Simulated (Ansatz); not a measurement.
`COC(=N)Cl`. Charge 0, multiplicity 1.

```xyz
9

C     0.6681   -0.9144    0.3168
O    -0.4723   -0.1999    0.7623
C    -0.8585    0.8267   -0.0016
N    -0.3861    1.2861   -1.0660
Cl   -2.2512    1.5529    0.7127
H     0.8307   -1.7003    1.0504
H     1.5467   -0.2641    0.2766
H     0.4911   -1.3617   -0.6654
H     0.4314    0.7748   -1.3858
```

(1) What are the harmonic wavenumbers in cm⁻¹ at PBE0-D4/def2-TZVP (Ansatz, finite differences of forces, unscaled)? (An estimate is asked.)

(2) Is this a minimum?

(3) Give the ideal-gas thermochemistry at 298.15 K and 1 bar (rigid rotor, harmonic oscillator; point group Cs, symmetry number 1).

(4) And at 400, 500, 600, 800 and 1000 K?

(5) Rotational constants (cm⁻¹)?

Results:

(1) Computed: 136, 224, 290, 409, 502, 643, 783, 803, 980, 1121, 1172, 1217, 1268, 1463, 1489, 1498, 1743, 3040, 3113, 3177, 3544.

(2) Yes, all 21 modes are real.

(3) Zero-point energy 171.1 kJ/mol; H(298) − E = 187.8 kJ/mol; entropy 312.7 J/(mol·K), of which translation 165.5, rotation 109.7, vibration 37.6; G(298) − E = 94.6 kJ/mol.

(4) 
```json
{"T (K)": "400", "H − E (kJ/mol)": "197.2", "S (J/mol/K)": "339.6", "G − E (kJ/mol)": "61.4"}
{"T (K)": "500", "H − E (kJ/mol)": "208.0", "S (J/mol/K)": "363.6", "G − E (kJ/mol)": "26.2"}
{"T (K)": "600", "H − E (kJ/mol)": "220.1", "S (J/mol/K)": "385.7", "G − E (kJ/mol)": "-11.3"}
{"T (K)": "800", "H − E (kJ/mol)": "247.6", "S (J/mol/K)": "425.1", "G − E (kJ/mol)": "-92.5"}
{"T (K)": "1000", "H − E (kJ/mol)": "278.3", "S (J/mol/K)": "459.3", "G − E (kJ/mol)": "-181.0"}
```

(5) 0.3079, 0.09013, 0.07067.
